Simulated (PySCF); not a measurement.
(3Z)-3-penten-1-ol, C5H10O.
Structure used (PBE0-D3(BJ)/def2-SVP), in Å, numbered top down from 1:
```
atom  x, y, z in Å
C1     1.102    0.379   -2.000
C2     1.680   -0.172   -0.736
C3     1.096   -1.033    0.112
C4    -0.295   -1.582    0.007
C5    -1.290   -0.733    0.802
O6    -1.335    0.590    0.353
H7     1.634   -0.018   -2.881
H8     0.032    0.159   -2.107
H9     1.220    1.474   -2.037
H10    2.702    0.150   -0.500
H11    1.667   -1.332    0.999
H12   -0.626   -1.617   -1.042
H13   -0.320   -2.616    0.389
H14   -2.305   -1.147    0.688
H15   -1.040   -0.790    1.882
H16   -0.429    0.924    0.382
```

Level of theory: PBE0-D3(BJ)/def2-SVP geometry optimisation, gas phase in PySCF.

Masses are those of the commonest isotopes; rigid-rotor values at the optimised geometry. The values belong to one conformer with, in the numbering `[CH3:1]/[CH:2]=[CH:3]\[CH2:4][CH2:5][OH:6]`, C2–C3–C4–C5 -93°, C3–C4–C5–O6 60°, C4–C5–O6–H -55°.

Give the principal moments of inertia and the rotational constants in MHz.

Ia = 94.28, Ib = 205.47, Ic = 253.90 u·Å²; 505379 MHz·u·Å²/I gives A = 5361, B = 2460, C = 1990 MHz.

Classify the top.

An asymmetric top. Ray's parameter κ = (2B − A − C)/(A − C) = -0.722; −1 is the prolate and +1 the oblate limit.

What does the inertial defect say?

Not planar: Δ = Ic − Ia − Ib = -45.85 u·Å². For a rigid frame Δ = −2 Σ m c², so Σ m c² = 22.92 u·Å² lies off the ab plane: 10.57 from hydrogen and 12.36 from heavier atoms. The atom farthest from that plane is 1.55 Å away.

Give the other two planar moments, Paa and Pbb, and the rms extents of the mass along the axes.

Paa = Σ m a² = (Ib + Ic − Ia)/2 = 182.55 and Pbb = Σ m b² = (Ia + Ic − Ib)/2 = 71.35 u·Å². With the mass M = 86.07 u, the rms extents √(P/M) along a, b and c are 1.46, 0.91, 0.52 Å.

Predict some low-J microwave lines.

The dipole components are |μa| = 0.94 D, |μb| = 1.12 D, |μc| = 0.25 D. Intensities carry the squares of the components, which stand as 0.70 : 1.00 : 0.05 (a : b : c). Some lines, for components of 0.1 D or more:

```
type  branch         J(Ka,Kc)    MHz  lower level (cm⁻¹)
   a       Q  1(1,0) ← 1(1,1)    469               0.245
   a       Q  2(1,1) ← 2(1,2)   1407               0.526
   c       Q  2(1,2) ← 2(0,2)   2484               0.444
   c       Q  1(1,1) ← 1(0,1)   2901               0.148
   b       Q  1(1,0) ← 1(0,1)   3370               0.148
   b       Q  2(1,1) ← 2(0,2)   3892               0.444
   a       R  1(0,1) ← 0(0,0)   4450               0.000
   b       R  2(0,2) ← 1(1,1)   5947               0.245
   b       R  1(1,1) ← 0(0,0)   7351               0.000
   c       R  1(1,0) ← 0(0,0)   7820               0.000
   a       R  2(1,2) ← 1(1,1)   8431               0.245
   c       Q  2(2,1) ← 2(1,1)   8703               0.573
   b       Q  2(2,0) ← 2(1,1)   8756               0.573
   a       R  2(0,2) ← 1(0,1)   8848               0.148
   a       R  2(1,1) ← 1(1,0)   9369               0.261
   b       Q  2(2,1) ← 2(1,2)  10111               0.526
   b       R  2(1,2) ← 1(0,1)  11332               0.148
   c       R  2(1,1) ← 1(0,1)  12739               0.148
   b       R  2(2,1) ← 1(1,0)  18072               0.261
   c       R  2(2,0) ← 1(1,0)  18125               0.261
   c       R  2(2,1) ← 1(1,1)  18542               0.245
   b       R  2(2,0) ← 1(1,1)  18594               0.245
```

Not checked by PBE0-D3(BJ)/def2-SVP frequencies. Zero-point vibration and centrifugal distortion are left out. A rigid rotor knows nothing of internal rotation, which can split or shift real lines.

The run took 50 s wall on Arm Neoverse V2, one thread, no GPU, shared host, and the process peaked at 0.73 GiB of memory. That covers the optimisation of the geometry.
